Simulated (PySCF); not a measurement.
A PySCF script (with the pyscf-properties extension) for the NMR shieldings of SMILES [BH4-], [BH$_{4}$]-, on a GFN2-xTB geometry:

```python
import basis_set_exchange as bse
import numpy as np
from pyscf import gto, dft
from pyscf.prop import nmr

atoms = """
B     0.001896    0.000543   -0.003592
H    -0.782751   -0.823132   -0.467764
H     0.165501   -0.219749    1.193940
H    -0.455786    1.130980   -0.152942
H     1.079763   -0.085789   -0.586827
"""
names = dict.fromkeys(["B", "H"], "pcSseg-1")
basis = {el: gto.basis.parse(bse.get_basis(n, elements=[el], fmt="nwchem")) for el, n in names.items()}
mol = gto.M(atom=atoms, basis=basis, charge=-1, verbose=0)
mf = dft.RKS(mol, xc="PBE0")
mf.grids.level = 2
mf.grids.alignment = dft.numint.BLKSIZE   # the property module wants whole blocks of grid points
mf.conv_tol = 1e-9
mf.kernel()

calc = nmr.RKS(mf)   # GIAO
C = mf.mo_coeff
Co = C[:, mf.mo_occ > 0]
resp = mf.gen_response(singlet=True, hermi=2)
def vind(x):   # induced exchange potential for any number of trial vectors
    d = np.einsum("pi,xij,qj->xpq", C, 2 * x.reshape(-1, C.shape[1], Co.shape[1]), Co, optimize=True)
    return np.einsum("xpq,pi,qj->xij", resp(d - d.transpose(0, 2, 1)), C, Co, optimize=True).ravel()
mo1, _ = nmr.rhf.solve_mo1(calc, with_cphf=vind)
sigma = calc.kernel(mo1)
for i, s in enumerate(sigma):   # ppm
    print("%2d %-2s %9.2f" % (i, mol.atom_pure_symbol(i), np.trace(s) / 3))
```

Question: Give the expected output.

Answer: 
```
 0 B     154.88
 1 H      32.09
 2 H      32.09
 3 H      32.09
 4 H      32.09
```

These numbers come from an equivalent density-fitted implementation of the same equations, which agrees with the script to about 0.01 ppm for H and up to a few tenths of a ppm for heavy atoms, so last digits may differ.

Size and cost of the density-fitted run: 37 basis functions, about 1.1 core-seconds.
